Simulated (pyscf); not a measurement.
H₃Si–PH–SiH₃ (SMILES [SiH3]P[SiH3]) + H₂O (SMILES O) → HO–SiH₃ (SMILES O[SiH3]) + H₃Si–PH₂ (SMILES [SiH3]P) (four-centre exchange; singlet surface; P–Si, H–O broken, O–Si, H–P formed). Optimised with ωB97X-D3(BJ)/def2-SVP in PySCF. Energies in eV from the separated reactants.

| level | barrier | reaction energy |
|---|---|---|
| ωB97X-D3(BJ)/def2-TZVP | 1.56 | -0.46 |
| PBE/def2-TZVP | ? | ? |
| r²SCAN/def2-TZVP | ? | -0.61 |
| B3LYP-D3(BJ)/def2-TZVP | 1.45 | -0.63 |
| ωB97M-D3(BJ)/def2-TZVP | 1.50 | -0.65 |
| HF/def2-TZVP | 2.13 | -0.91 |

**Question.** Fill in the missing entries.

**Answer.** 
- PBE/def2-TZVP, barrier: 1.29
- PBE/def2-TZVP, reaction energy: -0.52
- r²SCAN/def2-TZVP, barrier: 1.32

The functionals in the table span 0.27 eV in this barrier, from PBE to ωB97X-D3(BJ)/def2-TZVP. One saddle was located; it need not be the lowest between these sides.
